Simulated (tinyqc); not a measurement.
Worked calculation: Hueckel theory of the pi electrons, for the molecule c1ccsc1 (SMILES; centres numbered as the heavy atoms are written). Computed by tinyqc, a small Python program that keeps every step. Settings: charge = 0. Command: `OMP_NUM_THREADS=1 python tinyqc.py 20766 20767 out.jsonl` (the two numbers bound the seeds that draw the settings). One thread of a shared host (Intel(R) Xeon(R) Processor @ 2.60GHz), about 0.01 s of CPU time with the checks.

## The Hueckel matrix

Centres:
```
centre,"z_r, pi electrons of the neutral centre",h
1C,1,0.000000
2C,1,0.000000
3C,1,0.000000
4S,2,0.890000
5C,1,0.000000
```

Bonds:
```
i,j,k
1,2,1
2,3,1
3,4,0.660000
4,5,0.660000
5,1,1
```

H_rr = alpha + h_r beta, H_rs = k_rs beta for bonded centres.

Hueckel matrix in units of beta (H = alpha + beta A), lower triangle:
```
,1C,2C,3C,4S,5C
1C,0.000000
2C,1.000000,0.000000
3C,0.000000,1.000000,0.000000
4S,0.000000,0.000000,0.660000,0.890000
5C,1.000000,0.000000,0.000000,0.660000,0.000000
```

## Orbitals

pi electrons, sum of z_r less the charge = 6

Diagonalise; E = alpha + x beta with beta < 0, so the largest x are filled first; degenerate levels share their electrons. P = sum n_i c_ri c_si; each orbital has its largest coefficient positive (the first on a tie).

x values: 1.924269  0.939709  0.618034  -0.973978  -1.618034

occupations: 2.000000  2.000000  2.000000  0.000000  0.000000

coefficients:
```
,MO1,MO2,MO3,MO4,MO5
1C,0.442806,-0.467757,-0.371748,-0.291763,0.601501
2C,0.442806,-0.467757,0.371748,-0.291763,-0.601501
3C,0.409272,0.028201,0.601501,0.575935,0.371748
4S,0.522339,0.748876,0.000000,-0.407856,0.000000
5C,0.409272,0.028201,-0.601501,0.575935,-0.371748
```

charge and bond-order matrix P, lower triangle:
```
,1C,2C,3C,4S,5C
1C,1.106141
2C,0.553355,1.106141
3C,-0.111140,0.783287,1.060205
4S,-0.237995,-0.237995,0.469796,1.667308
5C,0.783287,-0.111140,-0.387009,0.469796,1.060205
```

## Energy, charges, bond orders

E = sum n x; q_r = z_r - P_rr; bond order p = P_rs; free valence = sqrt(3) - sum of p over the bonds of the atom.

pi energy = 6 alpha + this times beta = 6.964025

pi charges: 1C -0.106141, 2C -0.106141, 3C -0.060205, 4S 0.332692, 5C -0.060205

Bond orders and lengths from R = 1.517 - 0.180 p (angstrom, C-C alone):
```
bond,p,R
1-2,0.553355,1.417396
2-3,0.783287,1.376008
3-4,0.469796,-
4-5,0.469796,-
5-1,0.783287,1.376008
```

free valence of the carbons: 1C 0.395409, 2C 0.395409, 3C 0.478967, 5C 0.478967

gap between the highest filled and the next level = 1.592012 |beta|
